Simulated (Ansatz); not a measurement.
Solid bromine, treated with PBE0-D3(BJ) (PAW; Ansatz, a program for electronic structure).

The cell is the one relaxed with PBE-D3(BJ): a = 6.984 Å, b = 4.148 Å, c = 8.582 Å, α = β = γ = 90.00°.

Question: Estimate the lattice energy that the calculation returns.

Answer: 
- lattice energy: 48 kJ/mol

Static lattice: no zero-point or thermal effects.

Computing time: around 16 core-seconds (rough).
